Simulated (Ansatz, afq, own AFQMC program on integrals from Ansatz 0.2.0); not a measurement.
Integrals from Ansatz 0.2.0, then the random walk in our own AFQMC program (afq).

```yaml
crystal:
  periodic: [false, false, false]
  atoms:
    - {symbol: Br, position_ang: [0.000000, 0.000000, -2.003333]}
    - {symbol: H, position_ang: [0.000000, 0.000000, 0.236667]}
    - {symbol: Br, position_ang: [0.000000, 0.000000, 1.766667]}
basis:
  gaussian: {orbitals: cc-pVTZ}
magnetization: {spin_polarized: true, initial_magnetization: 1}
correlation: {method: ccsd_t, electrons: outside_noble_gas, hamiltonian_folder: ham}
```

```sh
$ ansatz run in.yaml --threads 1 --pin off --events-out ev --progress --plain --max-ram 24576MiB --backend cuda --devices 0, --max-vram 18GiB
```

Options of the walk:

```
--method phaseless --trial cisd --walkers 2500 --populations 20 --least-time 60 --time-step 0.005 --steps-per-block 50 --equilibration-blocks 28 --max-blocks 4000 --target-error 0.00023 --factor-cut 1e-05 --start spin_pure --seed 5903 --release-times 0.24,0.51,0.99,1.5 --release-step 0.03 --release-every 4 --taylor-order 6
```

Times are imaginary, in 1/Eh. The walk had a cap of 171 s. With eight or more populations the least sampling time is a fifth of least-time, and the error comes from their spread. Filled inner d shells are frozen with the cores.

Log:

```
orbitals 72  electrons 8 7  factors 506 of 635
reference energy -5145.48111062 Eh
CCSD correlation -0.35117850 Eh in 12 cycles, weight of the determinant in the CISD state 0.8621
energy of the start -5145.831912 Eh
 block  time / (1/Eh)  mean weight  energy / Eh
     1     0.250  1.0000  -5145.825434
     2     0.500  0.9998  -5145.829562
     3     0.750  1.0001  -5145.834134
     4     1.000  0.9995  -5145.837378
     5     1.250  0.9999  -5145.839469
     8     2.000  1.0002  -5145.843174
    11     2.750  1.0002  -5145.844644
    14     3.500  0.9997  -5145.845162
    17     4.250  0.9998  -5145.845954
    20     5.000  0.9998  -5145.846202
    23     5.750  0.9996  -5145.845445
    26     6.500  0.9999  -5145.844712
    29     7.250  0.9998  -5145.845415
    31     7.750  1.0001  -5145.847357
    32     8.000  1.0003  -5145.846078
    35     8.750  0.9998  -5145.844673
    38     9.500  0.9998  -5145.845267
    41    10.250  1.0003  -5145.845354
    44    11.000  1.0001  -5145.844646
    47    11.750  0.9994  -5145.845339
    50    12.500  0.9993  -5145.844801
    53    13.250  1.0000  -5145.845236
    56    14.000  1.0000  -5145.845749
    59    14.750  0.9999  -5145.846214
    62    15.500  1.0003  -5145.845851
    65    16.250  1.0002  -5145.845626
    68    17.000  1.0003  -5145.846554
    71    17.750  0.9997  -5145.845195
    74    18.500  0.9998  -5145.844670
    76    19.000  1.0000  -5145.844114
    77    19.250  0.9997  -5145.845422
    78    19.500  1.0001  -5145.844949
error from the spread of 20 populations
released: time / (1/Eh)  energy / Eh  error  mean overlap
  0.24  -5145.845669  0.000226  0.9956
  0.51  -5145.845663  0.000209  0.9939
  0.99  -5145.846022  0.000248  0.9917
  1.50  -5145.845493  0.000208  1.0011
energy -5145.845439 +/- 0.000223 Eh
(rows thinned)
```

The run passed its tests (sampling time, drift between the halves within three errors, error under three times the target), which doesn't prove that it has relaxed.

Against this walk (error 6.1 meV) on the same determinant: CCSD(T) 32.8 meV higher, CCSDT(Q) 7.1 meV lower (within the noise). The error is statistical and leaves out the bias of the constraint. Released to 1.50 1/Eh the energy moves by -1 ± 8 meV (both errors), within twice the noise.

Cautions: constraint bias not in the error; no relativity below Rb; no spin-orbit coupling; inner d shell frozen.

The walk took 78 s on 1 × NVIDIA H100 80GB HBM3 with 2 threads of AMD EPYC 7R13 Processor (Zen 3), on a shared host (the card was shared). The log's last line is the phaseless energy.

CCSDT and higher add their correlation energy to the determinant of the CCSD(T) run, since their own runs factorise the integrals more tightly (a shift of under 2 meV). A walk keeps the symmetry of its determinant, which the program's search chose and which needn't be the lowest solution, so a lower state of the same spin and another symmetry isn't excluded.
